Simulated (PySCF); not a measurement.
**Worked example: chemical shift, span and skew from a shielding tensor**

CH₃O, SMILES C=[OH+], charge +1. Atoms are numbered in the order given.

```xyz
5

C     -0.0341    -0.6279     0.0000
O      0.1320     0.6149     0.0000
H      0.8862    -1.2280     0.0000
H     -1.0372    -1.0817     0.0000
H     -0.7009     1.1580     0.0000
```
Charge +1, spin multiplicity 1.

The structure is a stationary point at PBE-D3(BJ)/def2-TZVP. The isomer is the one that the SMILES or the coordinates give; other isomers of the formula were not compared.

GIAO shieldings from PBE/pcSseg-2 in PySCF, non-relativistic, no solvent. The symmetric part of the tensor of C1 has the principal values -209.0, -114.8, 110.3 ppm. The same nucleus in TMS has σ = 181.4 ppm at this level (PySCF, at its B3LYP-D3(BJ)/def2-TZVP geometry).

Problem. Work out the isotropic shielding, the ¹³C shift against TMS, the span and the skew.

Solution. 
σ(iso) = (σ11 + σ22 + σ33)/3 = -71.2 ppm. δ = σ(ref) − σ(iso) = 181.4 − (-71.2) = 252.6 ppm.
Span Ω = σ33 − σ11 = 319.3 ppm. Skew κ = 3(σ(iso) − σ22)/Ω = 0.41. Tumbling in solution averages the tensor to δ; in a static solid the shielding alone would spread this spin-1/2 line over Ω.
